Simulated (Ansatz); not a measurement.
The input, for Ansatz 0.2.0:

```yaml
crystal:
  periodic: [false, false, false]
  atoms:
    - {symbol: Ge, position_ang: [0.000000, 0.000000, 2.102400]}
    - {symbol: Si, position_ang: [0.000000, 0.000000, -0.250300]}
    - {symbol: N, position_ang: [0.000000, 0.000000, -1.852100]}
basis:
  gaussian: {orbitals: cc-pVDZ}
total_charge: 1
magnetization: {spin_polarized: false, initial_magnetization: 2}
correlation: {method: sc_nevpt2, electrons: valence, active_space: {window: {electrons: 4, orbitals: 4}, states: [{multiplicity: 3, irrep: T2g, weights: [1]}]}}
```

```sh
$ ansatz run in.yaml --threads 1 --pin off --events-out ev --progress --plain --max-ram 2393MiB
```

(1) One thing in this input was set wrong on purpose, beside settings that are merely unusual. What is the gravest fault, and what does the program do?

Results:

(1) Irrep not in the group. How the run ends: stopped by an error.
```
1116 factors; integrals over basis functions are off by at most 1.6e-7 eV
mean field evaluation 1: about -65780.6414 eV, gradient 7.4e1 eV
mean field evaluation 2: about -65780.6466 eV, gradient 7.4e1 eV
mean field evaluation 4: about -65791.6481 eV, gradient 4.3e1 eV
mean field evaluation 8: about -65803.7800 eV, gradient 3.7e0 eV
mean field evaluation 16: about -65803.9178 eV, gradient 2.2e-6 eV
mean field evaluation 32: about -65804.7160 eV, gradient 5.0e-1 eV
mean field evaluation 64: about -65798.3868 eV, gradient 1.9e1 eV
mean field evaluation 96: about -65803.4638 eV, gradient 6.8e-2 eV
mean field evaluation 128: about -65804.7351 eV, gradient 8.6e-5 eV
mean field evaluation 160: about -65803.6029 eV, gradient 9.7e0 eV
mean field evaluation 192: about -65803.9113 eV, gradient 1.2e-1 eV
mean field -65804.96012452 eV, -2418.2876803721 hartree, gradient 2.4e-6 eV, S^2 2.000000; 19 other end points of the search recorded, 0 dependent functions left out
reference -65804.96012452 eV, -2418.2876803721 hartree; 27, 25 occupied and 32, 34 virtual orbitals, 1116 factors
Error: the irrep T2g is not accepted for these orbitals, which take A1, B1, B2, A2, or 1 to 4
```
